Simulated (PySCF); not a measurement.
Compound: N2.
SMILES with atom numbers: `[N:1]#[N:2]`

Geometry (PBE/def2-TZVP, Å), atoms numbered from 1 in this order:
```xyz
2
N2 angstrom
N      0.553   -0.003   -0.004
N     -0.550    0.003   -0.011
```

The calculation used PySCF, PBE/def2-TZVP geometry optimisation, gas phase.

Masses are those of the commonest isotopes; rigid-rotor values at the optimised geometry. 

What are the moment of inertia and the rotational constant?

I = 8.516 u·Å², B = 505379 MHz·u·Å²/I = 59342 MHz (1.9794 cm⁻¹, or 2.848 K as hB/k). For two atoms I = μr² with μ = 7.0015 u and r = 1.1029 Å.

List the first levels of a rigid rotor in a Σ state.

E(J) = BJ(J+1): J = 1: 3.959, J = 2: 11.877, J = 3: 23.753, J = 4: 39.589, J = 5: 59.383, J = 6: 83.136 cm⁻¹.

Has it a pure rotational spectrum?

Not by electric dipole: D∞h allows no dipole (computed 0.00 D). Rotational Raman lines (ΔJ = 2) lie at B(4J + 6), spaced by 4B = 7.918 cm⁻¹, with nuclear-spin weights that differ between even and odd J.

Estimate the classical rotational partition function at 100 K, 200 K and 298.15 K.

Point group D∞h, symmetry number σ = 2; q = kT/(σhB), k/h = 20836.6 MHz/K: 17.6 at 100 K, 35.1 at 200 K, 52.3 at 298.15 K.

Stationary, but not proved a minimum. No vibrational averaging or centrifugal distortion is included, and the geometry carries the error of its method.

Hardware: one thread of an Arm Neoverse N1, no GPU, shared host with 64 logical CPUs at a one-minute load of 61. Cost: 2.5 s of wall time, 0.25 GiB resident at most. That covers the optimisation of the geometry.
